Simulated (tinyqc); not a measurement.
Inside a calculation. Method: G0W0 on RHF in the sto-3g basis, for HF, spin multiplicity 1. Computed by tinyqc, a small Python program that keeps every step (integrals from PySCF). Settings: charge = 0, multiplicity = 1, basis = sto-3g, method = RHF, energy threshold = 1e-10, iteration cap = 57, orthogonalisation = canonical, start = Wolfsberg-Helmholz matrix, DIIS depth = 6. Command: `OMP_NUM_THREADS=1 python tinyqc.py 24855 24856 out.jsonl` (the two numbers bound the seeds that draw the settings). One thread of a shared host (Intel(R) Xeon(R) Processor @ 2.60GHz), about 0.08 s of CPU time with the checks. The early iterations of the SCF are left out here.

## One-electron integrals

Geometry (angstrom):

| atom | x | y | z |
|---|---|---|---|
| F | 0.000000 | 0.000000 | 0.000000 |
| H | 0.000000 | 0.000000 | 1.019000 |

Basis sto-3g: exponents (1/bohr^2) and contraction coefficients of normalised primitives:

| element | l (shell) | exponent | coefficient |
|---|---|---|---|
| F | s (1) | 166.679130 | 0.154329 |
| F | s (1) | 30.360812 | 0.535328 |
| F | s (1) | 8.216821 | 0.444635 |
| F | s (2) | 6.464803 | -0.099967 |
| F | s (2) | 1.502281 | 0.399513 |
| F | s (2) | 0.488588 | 0.700115 |
| F | p (3) | 6.464803 | 0.155916 |
| F | p (3) | 1.502281 | 0.607684 |
| F | p (3) | 0.488588 | 0.391957 |
| H | s (1) | 3.425251 | 0.154329 |
| H | s (1) | 0.623914 | 0.535328 |
| H | s (1) | 0.168855 | 0.444635 |

Overlap, kinetic and nuclear-attraction integrals over the contracted functions; the nuclear repulsion is the sum of Za Zb / Rab.

nuclear repulsion = 4.67379283 hartree

overlap S, lower triangle:
```
           1F 1s     1F 2s    1F 2px    1F 2py    1F 2pz     2H 1s
1F 1s   1.000000
1F 2s   0.237990  1.000000
1F 2px  0.000000  0.000000  1.000000
1F 2py  0.000000  0.000000  0.000000  1.000000
1F 2pz  0.000000  0.000000  0.000000  0.000000  1.000000
2H 1s   0.038766  0.383420  0.000000  0.000000  0.312677  1.000000
```

kinetic energy T (hartree), lower triangle:
```
            1F 1s     1F 2s    1F 2px    1F 2py    1F 2pz     2H 1s
1F 1s   36.984577
1F 2s   -0.212858  1.037995
1F 2px   0.000000  0.000000  3.248015
1F 2py   0.000000  0.000000  0.000000  3.248015
1F 2pz   0.000000  0.000000  0.000000  0.000000  3.248015
2H 1s   -0.005465  0.080506  0.000000  0.000000  0.200507  0.760032
```

nuclear attraction V (hartree), lower triangle:
```
             1F 1s       1F 2s      1F 2px      1F 2py      1F 2pz      2H 1s
1F 1s   -77.528890
1F 2s    -9.300399  -12.058670
1F 2px    0.000000    0.000000  -11.935867
1F 2py    0.000000    0.000000    0.000000  -11.935867
1F 2pz   -0.012194   -0.149020    0.000000    0.000000  -12.025939
2H 1s    -1.556809   -3.483597    0.000000    0.000000   -2.497156  -5.767107
```

core Hamiltonian H = T + V (hartree), lower triangle:
```
             1F 1s       1F 2s     1F 2px     1F 2py     1F 2pz      2H 1s
1F 1s   -40.544313
1F 2s    -9.513257  -11.020675
1F 2px    0.000000    0.000000  -8.687852
1F 2py    0.000000    0.000000   0.000000  -8.687852
1F 2pz   -0.012194   -0.149020   0.000000   0.000000  -8.777924
2H 1s    -1.562274   -3.403091   0.000000   0.000000  -2.296650  -5.007075
```

## Two-electron integrals

Functions are numbered as in S; the eight-fold symmetry (ij|kl) = (ji|kl) = (kl|ij) leaves the list below.

Two-electron integrals (ij|kl) in chemists' order, unique and non-zero (hartree):
```
(11|11) 5.403501   (21|11) 0.841920   (21|21) 0.156299   (22|11) 1.268028
(22|21) 0.292344   (22|22) 0.926167   (31|31) 0.027998   (32|31) 0.043169
(32|32) 0.204588   (33|11) 1.264502   (33|21) 0.292403   (33|22) 0.925959
(33|33) 0.997514   (41|41) 0.027998   (42|41) 0.043169   (42|42) 0.204588
(43|43) 0.053770   (44|11) 1.264502   (44|21) 0.292403   (44|22) 0.925959
(44|33) 0.889973   (44|44) 0.997514   (51|51) 0.027998   (52|51) 0.043169
(52|52) 0.204588   (53|53) 0.053770   (54|54) 0.053770   (55|11) 1.264502
(55|21) 0.292403   (55|22) 0.925959   (55|33) 0.889973   (55|44) 0.889973
(55|55) 0.997514   (61|11) 0.139141   (61|21) 0.025612   (61|22) 0.047600
(61|33) 0.047527   (61|44) 0.047527   (61|51) 0.001053   (61|52) 0.001973
(61|55) 0.047753   (61|61) 0.004241   (62|11) 0.350981   (62|21) 0.082000
(62|22) 0.289667   (62|33) 0.285439   (62|44) 0.285439   (62|51) 0.005591
(62|52) 0.043549   (62|55) 0.297842   (62|61) 0.013633   (62|62) 0.111343
(63|31) 0.008601   (63|32) 0.050899   (63|53) 0.009179   (63|63) 0.016537
(64|41) 0.008601   (64|42) 0.050899   (64|54) 0.009179   (64|64) 0.016537
(65|11) 0.238257   (65|21) 0.056380   (65|22) 0.213199   (65|33) 0.204069
(65|44) 0.204069   (65|51) 0.011963   (65|52) 0.081308   (65|55) 0.231215
(65|61) 0.009769   (65|62) 0.100484   (65|65) 0.106534   (66|11) 0.504066
(66|21) 0.119700   (66|22) 0.487606   (66|33) 0.470891   (66|44) 0.470891
(66|51) 0.010294   (66|52) 0.112825   (66|55) 0.520477   (66|61) 0.020030
(66|62) 0.239809   (66|65) 0.251471   (66|66) 0.774606
```

## Orthogonalisation

S = U s U^T; canonical form X = U s^(-1/2), so that X^T S X = 1. Each column of U has its largest component positive (the first on a tie).

eigenvalues of S: 0.481677  0.845925  1.000000  1.000000  1.127175  1.545223

X:
```
                1          2         3          4          5         6
1F 1s    0.320572   0.749649  0.000000   0.000000  -0.582963  0.244066
1F 2s   -0.853769  -0.438214  0.000000   0.000000  -0.351471  0.474023
1F 2px   0.000000   0.000000  0.653426   0.756990   0.000000  0.000000
1F 2py   0.000000   0.000000  0.756990  -0.653426   0.000000  0.000000
1F 2pz  -0.576211   0.586931  0.000000   0.000000   0.603025  0.299685
2H 1s    0.955182  -0.289216  0.000000   0.000000   0.245269  0.522568
```

Within a degenerate level the vectors are fixed only up to a rotation; this is one choice.

## Iteration 7 (converged): orbitals

converged F (hartree), lower triangle:
```
             1F 1s      1F 2s     1F 2px     1F 2py     1F 2pz      2H 1s
1F 1s   -25.899741
1F 2s    -6.623455  -3.033046
1F 2px    0.000000   0.000000  -0.462189
1F 2py    0.000000   0.000000   0.000000  -0.462189
1F 2pz   -0.020971  -0.067395   0.000000   0.000000  -0.303374
2H 1s    -1.097580  -0.961505   0.000000   0.000000  -0.530814  -0.471553
```

Diagonalise F' = X^T F X, C = X C', fill 5 alpha and 5 beta electrons from the bottom; D = 2 C_occ C_occ^T. Each column has its largest component positive (the first on a tie).

F' = X^T F X (hartree), lower triangle:
```
           1           2          3          4           5          6
1  -0.356032
2  -2.839686  -10.501021
3   0.000000    0.000000  -0.462189
4   0.000000    0.000000   0.000000  -0.462189
5   2.202897   10.494986   0.000000   0.000000  -11.663569
6  -1.009877   -5.870943   0.000000   0.000000    6.589203  -4.857718
```

orbital energies (hartree): MO1 -25.909339, MO2 -1.444521, MO3 -0.554033, MO4 -0.462189, MO5 -0.462189, MO6 0.529554

coefficients C:
```
              MO1        MO2        MO3        MO4       MO5        MO6
1F 1s    0.994815  -0.252906   0.071432   0.000000  0.000000   0.073718
1F 2s    0.021734   0.961924  -0.372584   0.000000  0.000000  -0.452321
1F 2px   0.000000   0.000000   0.000000   0.995482  0.094953   0.000000
1F 2py   0.000000   0.000000   0.000000  -0.094953  0.995482   0.000000
1F 2pz   0.002260   0.061685   0.692792   0.000000  0.000000  -0.803857
2H 1s   -0.004695   0.137297   0.551673   0.000000  0.000000   1.003014
```

D after iteration 7, lower triangle:
```
            1F 1s      1F 2s    1F 2px    1F 2py    1F 2pz     2H 1s
1F 1s    2.117440
1F 2s   -0.496538   2.129179
1F 2px   0.000000   0.000000  2.000000
1F 2py   0.000000   0.000000  0.000000  2.000000
1F 2pz   0.072270  -0.397477  0.000000  0.000000  0.967542
2H 1s    0.000027  -0.147155  0.000000  0.000000  0.781306  0.646430
```

Within a degenerate level the vectors are fixed only up to a rotation; this is one choice.

## Convergence

Stop when the energy changes by less than 1e-10 hartree and every element of the error matrix X^T (F D S - S D F) X is below 3e-06.

Course of the cycle:

| iteration | E (hartree) | change | largest element of the error matrix |
|---|---|---|---|
| 1 | -98.28777276 | - | 7.05e-01 |
| 2 | -98.54962898 | -2.62e-01 | 1.54e-01 |
| 3 | -98.56804887 | -1.84e-02 | 1.69e-02 |
| 4 | -98.56821591 | -1.67e-04 | 1.92e-03 |
| 5 | -98.56821812 | -2.21e-06 | 2.20e-05 |
| 6 | -98.56821812 | -3.92e-10 | 7.47e-07 |
| 7 | -98.56821812 | -4.12e-13 | 3.60e-10 |

PySCF RHF in the same basis = -98.56821812 hartree

Converged in 7 iterations.

## Integrals over molecular orbitals

(pq|rs) = sum C_ip C_jq C_kr C_ls (ij|kl), one index at a time.

one-electron integrals over orbitals h = C^T H C (hartree), lower triangle:
```
            1          2          3          4          5          6
1  -40.526402
2    0.709698  -9.136362
3   -0.190861   0.558186  -7.371270
4    0.000000   0.000000   0.000000  -8.687852
5    0.000000   0.000000   0.000000   0.000000  -8.687852
6   -0.201083   1.070519   1.985973   0.000000   0.000000  -6.096761
```

Two-electron integrals over orbitals (pq|rs), unique and non-zero (hartree):
```
(11|11) 5.363132    (21|11) -0.510378   (21|21) 0.076720    (22|11) 1.209919
(22|21) -0.020803   (22|22) 0.859301    (31|11) 0.143513    (31|21) -0.020146
(31|22) 0.011099    (31|31) 0.021173    (32|11) -0.141334   (32|21) 0.007587
(32|22) -0.030744   (32|31) 0.020857    (32|32) 0.152846    (33|11) 0.967547
(33|21) -0.010133   (33|22) 0.738320    (33|31) -0.004332   (33|32) -0.037256
(33|33) 0.738088    (41|41) 0.029581    (42|41) 0.039410    (42|42) 0.183610
(43|41) -0.010161   (43|42) -0.038769   (43|43) 0.043856    (44|11) 1.264013
(44|21) -0.014644   (44|22) 0.883212    (44|31) 0.004187    (44|32) -0.076300
(44|33) 0.732286    (44|44) 0.997514    (51|51) 0.029581    (52|51) 0.039410
(52|52) 0.183610    (53|51) -0.010161   (53|52) -0.038769   (53|53) 0.043856
(54|54) 0.053770    (55|11) 1.264013    (55|21) -0.014644   (55|22) 0.883212
(55|31) 0.004187    (55|32) -0.076300   (55|33) 0.732286    (55|44) 0.889973
(55|55) 0.997514    (61|11) 0.149264    (61|21) -0.024121   (61|22) 0.001239
(61|31) -0.009759   (61|32) -0.024681   (61|33) 0.010248    (61|44) 0.004158
(61|55) 0.004158    (61|61) 0.023914    (62|11) -0.218181   (62|21) 0.005054
(62|22) -0.117503   (62|31) -0.020140   (62|32) -0.055844   (62|33) -0.031583
(62|44) -0.115357   (62|55) -0.115357   (62|61) 0.016830    (62|62) 0.094645
(63|11) -0.376461   (63|21) 0.006494    (63|22) -0.186994   (63|31) 0.002006
(63|32) 0.093219    (63|33) -0.114686   (63|44) -0.211094   (63|55) -0.211094
(63|61) -0.006074   (63|62) 0.051754    (63|63) 0.193100    (64|41) -0.009637
(64|42) -0.038520   (64|43) -0.017197   (64|64) 0.030800    (65|51) -0.009637
(65|52) -0.038520   (65|53) -0.017197   (65|65) 0.030800    (66|11) 0.874477
(66|21) -0.009084   (66|22) 0.669624    (66|31) 0.014211    (66|32) 0.063842
(66|33) 0.666495    (66|44) 0.644596    (66|55) 0.644596    (66|61) -0.009126
(66|62) -0.063821   (66|63) -0.017738   (66|66) 0.705067
```

## Screening: direct RPA

With D = e_a - e_i and K = (ia|jb): diagonalise D^(1/2) (D + 4K) D^(1/2) = Z w^2 Z^T; X + Y = D^(1/2) Z w^(-1/2), each column of Z with its largest component positive (the first on a tie); E_c = (sum w - tr (D + 2K)) / 2.

D^(1/2) (D + 4K) D^(1/2) (hartree^2), lower triangle:
```
            1>6       2>6       3>6       4>6       5>6
1>6  701.544101
2>6    0.486348  4.644320
3>6   -0.130047  0.302771  2.011126
4>6    0.000000  0.000000  0.000000  1.105737
5>6    0.000000  0.000000  0.000000  0.000000  1.105737
```

excitation energies w (hartree): 1.051540  1.051540  1.405956  2.162954  26.486685

X + Y:
```
             1         2          3          4          5
1>6   0.000000  0.000000   0.001141  -0.002351   0.999097
2>6   0.000000  0.000000  -0.133688   0.949241   0.000190
3>6   0.000000  0.000000   0.872297   0.079855  -0.000038
4>6  -0.000654  0.971150   0.000000   0.000000   0.000000
5>6   0.971150  0.000654   0.000000   0.000000   0.000000
```

RPA correlation energy = -0.03394273 hartree

Within a degenerate level the vectors are fixed only up to a rotation; this is one choice.

## G0W0 on Hartree-Fock: HOMO

W(p,q,m) = sqrt2 sum_ia (pq|ia) (X+Y)_ia,m; Sigma_c(x) = sum_(i,m) W^2/(x - e_i + w_m) + sum_(a,m) W^2/(x - e_a - w_m); solve x = e_p + Sigma_c(x) by Newton steps; Z = 1/(1 - dSigma/dx); 1 hartree = 27.211386 eV.

The 12 largest terms at x = e_p (hartree; W for the signs of X + Y given):

| q | m | W | term |
|---|---|---|---|
| 5 | 3 | -0.238592 | 0.040489 |
| 5 | 4 | -0.178712 | 0.014766 |
| 2 | 1 | -0.052904 | 0.001376 |
| 6 | 1 | 0.042301 | -0.000876 |
| 3 | 1 | -0.023619 | 0.000488 |
| 1 | 1 | -0.013236 | 0.000007 |
| 5 | 5 | 0.005855 | 1.29e-06 |
| 2 | 2 | -0.000036 | 6.24e-10 |
| 6 | 2 | 0.000028 | -3.97e-10 |
| 3 | 2 | -0.000016 | 2.21e-10 |
| 1 | 2 | -0.000009 | 0 |

Newton steps (hartree):

| step | x | Sigma_c(x) | Z |
|---|---|---|---|
| 0 | -0.462189 | 0.056251 | 0.964174 |
| 1 | -0.407953 | 0.054305 | 0.966483 |
| 2 | -0.407887 | 0.054302 | 0.966486 |

quasiparticle energy of the HOMO = -11.099163 eV

Hartree-Fock value = -12.576802 eV

## G0W0 on Hartree-Fock: LUMO

As before.

The 12 largest terms at x = e_p (hartree; W for the signs of X + Y given):

| q | m | W | term |
|---|---|---|---|
| 3 | 3 | 0.228417 | 0.020957 |
| 2 | 4 | 0.132843 | 0.004266 |
| 6 | 4 | -0.087648 | -0.003552 |
| 3 | 4 | 0.091303 | 0.002568 |
| 5 | 1 | 0.042301 | 0.000876 |
| 4 | 2 | 0.042301 | 0.000876 |
| 2 | 3 | 0.045977 | 0.000625 |
| 6 | 3 | -0.009830 | -0.000069 |
| 1 | 5 | 0.033794 | 0.000022 |
| 2 | 5 | 0.023802 | 0.000020 |
| 1 | 4 | 0.021828 | 0.000017 |
| 6 | 5 | -0.012911 | -0.000006 |

Newton steps (hartree):

| step | x | Sigma_c(x) | Z |
|---|---|---|---|
| 0 | 0.529554 | 0.026606 | 0.987191 |
| 1 | 0.555819 | 0.026267 | 0.987369 |
| 2 | 0.555821 | 0.026267 | 0.987369 |

quasiparticle energy of the LUMO = 15.124667 eV

Hartree-Fock value = 14.409893 eV
